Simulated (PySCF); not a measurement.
Gas-phase reaction: 4 SiH4 = 2 Si2H5 + 3 H2

Method: PySCF energies (xtb for GFN2) plus ideal-gas RRHO corrections (1 bar). † marks an energy on the PBE0/def2-TZVP geometry and frequencies; other levels use their own. MP2 freezes the core. Open shells (unrestricted): Si2H5 (multiplicity 2); the rest are closed-shell singlets. GFN2 has no spin-polarisation term. Si2H5: computed as isolated molecules; such fragments, hydroxides, amides, oligomers or adducts are transient or little studied in the gas. MP2 isn't extrapolated to the basis-set limit.

PBE0/def2-TZVP gives ΔH°(298 K) = 310 kJ.

**Question.** What do GFN2-xTB, LDA/def2-TZVP†, MP2/def2-SVP† give?

**Answer.** GFN2-xTB: 573 kJ; LDA/def2-TZVP†: 331 kJ; MP2/def2-SVP†: 354 kJ. For scale, ΔH°(298 K) is 310 kJ at this level, 354 kJ at ωB97M-V/def2-TZVP†, and runs from 291 to 573 kJ over the 20 levels computed († marks an energy on the PBE0/def2-TZVP geometry).
